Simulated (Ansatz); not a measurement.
## Relative stability

Two relaxed structures of CH$_{4}$FSi (charge -1), closed shell (PBE0-D4/def2-TZVPD; forces vanish, vibrations not checked).

A:

C1  (-0.520, 0.347, -0.670)
Si2  (0.854, -0.612, -0.182)
F3  (0.824, -1.632, 1.139)
H4  (-1.338, -0.080, -1.247)
H5  (-0.764, 1.288, -0.177)
H6  (1.286, -1.612, -1.226)
H7  (2.055, 0.217, 0.203)
(Å)

B:

```xyz
7
angstrom
C -0.6185 0.3679 -0.2923
Si 0.9975 -0.7198 -0.2979
F 0.6026 -1.7470 0.9966
H -1.4573 -0.1603 -0.7600
H -0.4352 1.2762 -0.8826
H -0.9242 0.6734 0.7173
H 1.8352 0.3096 0.5190
```

Program: Ansatz 0.2.0. Basis: def2-TZVPPD. Cores are frozen in the correlated methods. B3LYP uses VWN-RPA correlation.

Problem. Which structure is lower at CCSD(T), and by how much? (To be estimated.)

Solution. The calculation gives: B, by 0.110 eV (electronic energy, against the other). By their contacts, A is CH₄FSi ([CH2][SiH2][F]), total charge -1 and B is CH₄FSi ([CH3][SiH][F]), total charge -1.

Problem. Do the other methods give the same order? (A judgement: the text doesn't fix the answer.)

Solution. By the calculation: Not all: MP2 gives the other order.

```
   method  E(B) − E(A) (eV)
   PBE-D4            -0.171
r2SCAN-D4            -0.085
  PBE0-D4            -0.161
 B3LYP-D4            -0.140
  wB97M-V            -0.136
       HF            -0.148
      MP2             0.009
     CCSD            -0.131
  CCSD(T)            -0.110
```

No T1 diagnostic of these runs exceeds 0.014.

Labels in which every atom is bracketed show which atoms are joined, not bond orders.

For scale, one of the runs: CCSD(T)/def2-TZVPPD, 193 basis functions, launched by `ansatz run in.yaml --threads 2 --pin off --events-out ev --progress --plain --max-ram 4352MiB`. The run took 54 s on 2 CPU threads of an Arm Neoverse V1 (shared host), with 2.1 GiB of host memory at its peak.
